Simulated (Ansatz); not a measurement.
`[C]#P` radical at its PBE0-D4/def2-TZVP geometry, where that method's forces vanish. Total charge 0; spin multiplicity 2.

```xyz
2

C     0.6215    0.2758   -0.3716
P    -0.6215   -0.2758    0.3716
```

Problem. What forces (eV/Å) does PBE-D4/def2-TZVPP give on these atoms in Ansatz 0.2.0? (Estimate.)

Solution. Ansatz gave: 
```
C1   0.705  0.313 -0.422
P2  -0.705 -0.313  0.422
```
